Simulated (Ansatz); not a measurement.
**Two structures, one formula**

The two ends of one reaction step of SiNH5F, doublet (PBE0-D4/def2-TZVP).

A:

H1  (1.724, -0.617, 0.609)
Si2  (-0.799, 1.264, 0.040)
F3  (-0.589, 0.728, -1.461)
N4  (1.306, -1.425, 0.166)
H5  (-1.447, 2.603, -0.061)
H6  (-1.679, 0.296, 0.754)
H7  (0.497, -1.699, 0.709)
H8  (0.988, -1.149, -0.755)
(Å)

B:

```
8
angstrom
H -0.5881 0.2780 1.5593
Si -0.8751 0.8923 0.2452
F -1.3356 -0.2358 -0.8006
N 1.3521 -1.1199 -0.1880
H 0.2820 1.6395 -0.2926
H -2.0354 1.8129 0.3769
H 2.2875 -1.5121 -0.0378
H 0.9126 -1.7551 -0.8625
```

Computed with Ansatz 0.2.0 (basis: def2-TZVPP); correlated methods freeze the cores; orbitals are unrestricted. B3LYP uses VWN-RPA correlation.

(1) Which structure is lower at CCSD(T), and by how much? (An estimate is asked for; the value comes from the calculation.)

The T1 diagnostic stays at or below 0.013. ⟨S²⟩ of the unrestricted Hartree–Fock references: 0.75 to 0.76 (a pure state has 0.75).

## Answers

(1) By the calculation: A, by 0.577 eV (electronic energy, against the other). By their contacts, A is a complex of SiH₂F ([F][SiH2]) + NH₃ and B is a complex of SiH₃F ([F][SiH3]) + NH₂.

All methods give the same order:

```json
{"method": "SPW92", "E(B) − E(A) (eV)": "1.158"}
{"method": "PBE-D4", "E(B) − E(A) (eV)": "0.886"}
{"method": "BLYP-D4", "E(B) − E(A) (eV)": "0.736"}
{"method": "r2SCAN-D4", "E(B) − E(A) (eV)": "0.681"}
{"method": "B97M-V", "E(B) − E(A) (eV)": "0.617"}
{"method": "PBE0-D4", "E(B) − E(A) (eV)": "0.739"}
{"method": "B3LYP-D4", "E(B) − E(A) (eV)": "0.650"}
{"method": "r2SCAN0-D4", "E(B) − E(A) (eV)": "0.603"}
{"method": "BHLYP-D4", "E(B) − E(A) (eV)": "0.457"}
{"method": "CAM-B3LYP-D4", "E(B) − E(A) (eV)": "0.635"}
{"method": "wB97X-V", "E(B) − E(A) (eV)": "0.588"}
{"method": "wB97M-V", "E(B) − E(A) (eV)": "0.606"}
{"method": "B2PLYP", "E(B) − E(A) (eV)": "0.638"}
{"method": "PBE-QIDH", "E(B) − E(A) (eV)": "0.671"}
{"method": "RPA on PBE", "E(B) − E(A) (eV)": "0.488"}
{"method": "HF", "E(B) − E(A) (eV)": "0.103"}
{"method": "MP2", "E(B) − E(A) (eV)": "0.766"}
{"method": "CCSD", "E(B) − E(A) (eV)": "0.520"}
{"method": "CCSD(T)", "E(B) − E(A) (eV)": "0.577"}
```

Labels in which every atom is bracketed show which atoms are joined, not bond orders.

For scale, one of the runs: CCSD(T)/def2-TZVPP, 174 basis functions, launched by `ansatz run in.yaml --threads 4 --pin off --events-out ev --progress --plain --max-ram 9574MiB`. The run took 24 s on 4 CPU threads of an Intel Xeon 6975P-C (shared host), with 4.2 GiB of host memory at its peak.
